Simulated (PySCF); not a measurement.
Ligands exchanged one at a time, Al F-OH. Isolated molecules, 0 K electronic values unless said otherwise. One relaxed conformer stands for each flexible species; it need not be the lowest. Strings in code marks are SMILES.

The four lowest singlet excitations (Tamm–Dancoff). All values below come from PBE0-D3(BJ)/def2-TZVP run with PySCF. Excitations are Tamm–Dancoff values on a coarser integration grid. The basis has no diffuse functions, so Rydberg states are missing or too high.

```
state  energy (eV)  wavelength (nm)  oscillator strength
-----  -----------  ---------------  -------------------
S1            8.49              146                0.000
S2            8.94              139                0.000
S3            8.94              139                0.000
S4            9.27              134                0.070
```

Which member gives these states?
(A) `[OH][Al]([OH])[F]` (H–O–Al–F torsion 180°, F–Al–O–H torsion 0°)
(B) `[F][Al]([F])[F]`
(C) `[OH][Al]([F])[F]` (H–O–Al–F torsion 0°)
(D) `[OH][Al]([OH])[OH]`

B, `[F][Al]([F])[F]`
